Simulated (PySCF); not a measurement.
Excitations are Tamm–Dancoff values on a coarser integration grid. The basis has no diffuse functions, so Rydberg states are missing or too high.

# Cl4Si, SMILES `Cl[Si](Cl)(Cl)Cl` (charge 0, multiplicity 1)

Computed with PBE-D3(BJ)/def2-TZVP // CAM-B3LYP-D3(BJ)/def2-TZVP run with PySCF 2.14.0.

HOMO: -8.10 eV
dipole moment: 0.00 D
LUMO: -1.59 eV
HOMO–LUMO gap: 6.51 eV
S1 excitation (TDA): 6.66 eV
S1 oscillator strength: 0.000
T1 excitation (TDA): 6.35 eV
S1–T1 gap (TDA): 0.31 eV
total energy: -2129.6822 Ha
cost: roughly 6 core-minutes

Bonded distances (Å): Cl1–Si2 2.022, Si2–Cl3 2.022, Si2–Cl4 2.022, Si2–Cl5 2.022. Bond angles (°): Cl1–Si2–Cl3 109.5, Cl1–Si2–Cl4 109.5, Cl1–Si2–Cl5 109.5, Cl3–Si2–Cl4 109.5, Cl3–Si2–Cl5 109.5, Cl4–Si2–Cl5 109.5.
